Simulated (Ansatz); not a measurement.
## A rate constant, worked out

An elementary step of SiNH5, singlet (SiNH₅ ([NH2][SiH3]) → SiH₂ + NH₃ (still joined by a long Si–N bond); Si–N, Si–H broken or loosened, N–H formed or tightened). The start structure is the reactant molecule, and the electronic barrier above it is 3.267 eV by CCSD(T) at an estimated basis limit (MP2 extrapolated from triple and quadruple zeta, plus CCSD(T) − MP2 in triple zeta). Program: Ansatz 0.2.0. Basis: def2-TZVPP and def2-QZVPP. Cores are frozen in the correlated methods. Extrapolation: Hartree–Fock as exp(−7.88 √X), correlation as X^−2.97. Harmonic wavenumbers at PBE0-D4/def2-TZVP (Ansatz 0.2.0), in cm⁻¹:

Start: 173, 389, 625, 701, 852, 916, 924, 978, 984, 1585, 2176, 2229, 2232, 3604, 3696.

Saddle: 1590i, 316, 531, 618, 669, 762, 874, 948, 1179, 1533, 1892, 2125, 2177, 3493, 3645.

Problem. Work out the transition-state-theory rate constant at 900 K from these numbers alone (harmonic vibrations; rotation, path degeneracy and anharmonicity left out), and the Wigner tunnelling factor. Use 1 cm⁻¹ = 1.2398 × 10⁻⁴ eV and k_B = 8.617 × 10⁻⁵ eV/K.

Solution. Zero-point energies, half the sums: start 22064/2 cm⁻¹ = 1.3678 eV; saddle, real modes only, 20762/2 cm⁻¹ = 1.2871 eV.
Barrier with zero-point energy: 3.267 + 1.2871 − 1.3678 = 3.1863 eV.
k_BT = 0.07756 eV, so the barrier is 41.08 k_BT.
Vibrational partition functions from the zero-point level, ln q = −Σ ln(1 − exp(−hν/k_BT)): start 4.507, saddle 3.629.
k = (k_BT/h) exp(ln q‡ − ln q) exp(−E0/k_BT), with log₁₀(k_BT/h in s⁻¹) = 13.27: log₁₀ k = 13.27 + (-0.878 − 41.08)/2.3026 = -4.95, so k ≈ 1 × 10^(-5) s⁻¹.
Wigner factor: 1 + (hν‡/k_BT)²/24 = 1 + (2.54)²/24 = 1.27. A change of 1 kcal/mol (0.043 eV) in the barrier would change k by a factor of 1.7 at this temperature.

The T1 diagnostic stays at or below 0.014. The restricted Hartree–Fock reference is unstable towards an unrestricted one at one or more of these structures.

Losses and insertions of silylenes and their heavier kin drive the gas-phase chemistry of silicon and germanium vapour deposition.

Labels in which every atom is bracketed show which atoms are joined, not bond orders.

For scale, one of the runs: CCSD(T)/def2-TZVPP, 143 basis functions, launched by `ansatz run in.yaml --threads 2 --pin off --events-out ev --progress --plain --max-ram 4352MiB`. Hardware: 2 CPU threads of an Arm Neoverse V2, shared host. Wall time 6.5 s; peak host memory 0.79 GiB.
